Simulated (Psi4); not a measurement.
# HF/def2-SVPD run of BPH6 (SMILES [BH3-][PH3+])

What is the energy change on altering one bond length of BPH6 at HF/def2-SVPD? 

Program for the calculation: Psi4 1.11.

2 further runs of the same task are left out: 2 set aside as unsound or not needed.

## (1) Starting point

The species is BPH6 (8 atoms), meant as a singlet with charge 0. As SMILES, `[BH3-][PH3+]`. The shape is that of a PBE0-D4/def2-TZVP optimisation.

Bond lengths: B1–P2 1.910 Å, B1–H3 1.209 Å, B1–H4 1.209 Å, B1–H5 1.209 Å, P2–H6 1.408 Å, P2–H7 1.409 Å, P2–H8 1.408 Å. Some angles: B1–P2–H6 118.0°, B1–P2–H7 118.1°, B1–P2–H8 118.0°, P2–B1–H3 103.8°, P2–B1–H4 103.8°, P2–B1–H5 103.8°, H6–P2–H7 99.7°, H6–P2–H8 99.7°, H7–P2–H8 99.7°, H3–B1–H4 114.5°.

## (2) The energy at HF/def2-SVPD

Contents of run.py:

```python
import psi4

psi4.set_memory(1600000000)
psi4.set_num_threads(1)
psi4.set_output_file('run.log', False)

m = psi4.geometry("""
0 1
B     -0.556100     0.227200    -0.914000
P      0.433900    -0.181600     0.667700
H     -1.693400     0.343100    -0.520100
H     -0.367800    -0.730200    -1.628000
H     -0.055500     1.254200    -1.309900
H      0.418800     0.755700     1.718800
H      1.823100    -0.380300     0.547100
H      0.089200    -1.345200     1.382600
units angstrom
symmetry c1
no_reorient
no_com
""")

psi4.set_options(dict(puream=True, e_convergence=1e-09, d_convergence=1e-08, scf_type='pk'))

e, wfn = psi4.energy('scf/def2-SVPD', return_wfn=True)
psi4.oeprop(wfn, 'LOWDIN_CHARGES', 'WIBERG_LOWDIN_INDICES', 'QUADRUPOLE', title='SCF')
print(f'total energy {e:.8f} hartree = {e * 27.211386:.5f} eV')
for k, v in sorted(psi4.core.scalar_variables().items()):
    print(f'{k:45s} {v:18.10f}')
```

The run is started by

```console
$ python run.py
```

run.log:

```text
[...]
  Running in c1 symmetry.
[...]
  Nuclear repulsion =   59.544517156228117
[...]
  Multiplicity = 1
[...]
  Nalpha       = 13
  Nbeta        = 13
[...]
    Number of basis functions: 92
[...]
   @RHF iter   1:  -368.66601180998055   -3.49985e-01   3.31783e-03 DIIS/ADIIS
[...]
   @RHF iter  10:  -368.75627830827085   -3.06954e-12   2.02231e-09 DIIS
[...]
    Orbital Energies [Eh]
    ---------------------
    Doubly Occupied:
       1A    -79.986970     2A     -7.551856     3A     -7.535807
       4A     -5.451910     5A     -5.451910     6A     -5.450604
       7A     -0.922737     8A     -0.689991     9A     -0.585465
      10A     -0.585438    11A     -0.439783    12A     -0.436704
      13A     -0.436690
[...]
  @RHF Final Energy:  -368.75627830827085
   => Energetics <=
    Nuclear Repulsion Energy =             59.5445171562281175
    One-Electron Energy =                -625.5498621835866970
    Two-Electron Energy =                 197.2490667190876934
    Total Energy =                       -368.7562783082708506
[...]
 Multipole Moments:
 ------------------------------------------------------------------------------------
     Multipole            Electronic (a.u.)      Nuclear  (a.u.)        Total (a.u.)
 ------------------------------------------------------------------------------------
 L = 1.  Multiply by 2.5417464519 to convert [e a0] to [Debye]
 Dipole X            :         -6.5524989            7.4500563            0.8975574
 Dipole Y            :          2.8242923           -3.1949600           -0.3706676
 Dipole Z            :         -9.2165259           10.6504964            1.4339706
 Magnitude           :                                                    1.7318416
 L = 2.  Multiply by 1.3450342976 to convert [e a0^2] to [Debye ang]
 Quadrupole XX       :        -56.8009415           38.8648932          -17.9360483
 Quadrupole XY       :          9.7300828           -9.6152666            0.1148162
[...]
```

On the terminal:

```text
total energy -368.75627831 hartree = -10034.36943 eV
CURRENT ENERGY                                   -368.7562783083
CURRENT REFERENCE ENERGY                         -368.7562783083
DD SOLVATION ENERGY                                 0.0000000000
HF KINETIC ENERGY                                 368.3366368435
HF POTENTIAL ENERGY                              -737.0929151518
HF TOTAL ENERGY                                  -368.7562783083
HF VIRIAL RATIO                                     2.0011392879
NUCLEAR REPULSION ENERGY                           59.5445171562
ONE-ELECTRON ENERGY                              -625.5498621836
PCM POLARIZATION ENERGY                             0.0000000000
PE ENERGY                                           0.0000000000
SCF ITERATION ENERGY                             -368.7562783083
SCF ITERATIONS                                     10.0000000000
SCF TOTAL ENERGY                                 -368.7562783083
TWO-ELECTRON ENERGY                               197.2490667191
```

It took 3.3 s on 1 thread of AMD EPYC 7B13 (Zen 3), shared host; peak memory 0.32 GiB.

## (3) The distorted shape at the same level

Contents of calc.in:

```
memory 1600 MB

molecule {
  0 1
  B     -0.706277    -0.080894    -0.795232
  P      0.283723    -0.489694     0.786468
  H     -1.843577     0.035006    -0.401332
  H     -0.517977    -1.038294    -1.509232
  H     -0.055500     1.254200    -1.309900
  H      0.268623     0.447606     1.837568
  H      1.672923    -0.688394     0.665868
  H     -0.060977    -1.653294     1.501368
  units angstrom
  symmetry c1
}

set puream true
set e_convergence 1e-09
set d_convergence 1e-08
set scf_type pk

energy_value, wavefunction = energy('hf/def2-SVPD', return_wfn=True)
oeprop(wavefunction, 'LOWDIN_CHARGES', 'MULLIKEN_CHARGES', 'WIBERG_LOWDIN_INDICES', title='HF')
print_variables()
```

The run is started by

```console
$ psi4 -n 1 calc.in calc.out
```

calc.out:

```text
[...]
  Running in c1 symmetry.
[...]
  Nuclear repulsion =   58.646858938689455
[...]
  Multiplicity = 1
[...]
  Nalpha       = 13
  Nbeta        = 13
[...]
    Number of basis functions: 92
[...]
   @RHF iter   1:  -368.64411174017812   -4.43479e-01   3.05607e-03 ADIIS/DIIS
[...]
   @RHF iter  10:  -368.72580700930649   -3.46745e-12   2.51702e-09 DIIS
[...]
    Orbital Energies [Eh]
    ---------------------
    Doubly Occupied:
       1A    -79.993737     2A     -7.574430     3A     -7.558416
       4A     -5.458553     5A     -5.458539     6A     -5.457260
       7A     -0.927693     8A     -0.683156     9A     -0.590000
      10A     -0.588850    11A     -0.449896    12A     -0.449021
      13A     -0.385201
[...]
  @RHF Final Energy:  -368.72580700930649
   => Energetics <=
    Nuclear Repulsion Energy =             58.6468589386894550
    One-Electron Energy =                -623.5958293715862055
    Two-Electron Energy =                 196.2231634235902789
    Total Energy =                       -368.7258070093064930
[...]
 Multipole Moments:
 ------------------------------------------------------------------------------------
     Multipole            Electronic (a.u.)      Nuclear  (a.u.)        Total (a.u.)
 ------------------------------------------------------------------------------------
 L = 1.  Multiply by 2.5417464519 to convert [e a0] to [Debye]
 Dipole X            :          0.9182539           -0.1272756            0.7909783
 Dipole Y            :         -1.0163244            0.3707420           -0.6455823
 Dipole Z            :          2.0831823           -0.5103969            1.5727854
 Magnitude           :                                                    1.8751206
[...]
  Mulliken Charges: (a.u.)
   Center  Symbol    Alpha    Beta     Spin     Total
       1     B     2.69157  2.69157  0.00000 -0.38314
       2     P     7.65546  7.65546  0.00000 -0.31093
       3     H     0.47527  0.47527  0.00000  0.04946
       4     H     0.47521  0.47521  0.00000  0.04958
       5     H     0.51363  0.51363  0.00000 -0.02726
       6     H     0.39626  0.39626  0.00000  0.20747
       7     H     0.39622  0.39622  0.00000  0.20757
       8     H     0.39638  0.39638  0.00000  0.20725
   Total alpha = 13.00000, Total beta = 13.00000, Total charge = -0.00000
[...]
```

It took 3.9 s on 1 thread of AMD EPYC 7B13 (Zen 3), shared host; peak memory 0.32 GiB.

## (4) Results

At HF/def2-SVPD:

```
                                                         quantity          value
                                        first shape: total energy  -368.75628 Eh
                                       first shape: dipole moment         4.40 D
                                         first shape: HOMO energy      -11.88 eV
                                         first shape: LUMO energy        2.15 eV
                                       first shape: HOMO–LUMO gap       14.03 eV
                                    distorted shape: total energy  -368.72581 Eh
                                   distorted shape: dipole moment         4.77 D
                                     distorted shape: HOMO energy      -10.48 eV
                                     distorted shape: LUMO energy        2.20 eV
                                   distorted shape: HOMO–LUMO gap       12.68 eV
energy change with the B1–H5 bond stretched from 1.209 to 1.572 Å       0.829 eV
```

What this shows: With the B1–H5 bond stretched from 1.209 to 1.572 Å the energy rises by 0.83 eV (19.1 kcal/mol). The first shape isn't relaxed at this level, so the change isn't measured from a minimum. Mulliken charges (distorted shape) run from -0.38 on B1 to +0.21 on H7; in a basis this large or diffuse they mean little.
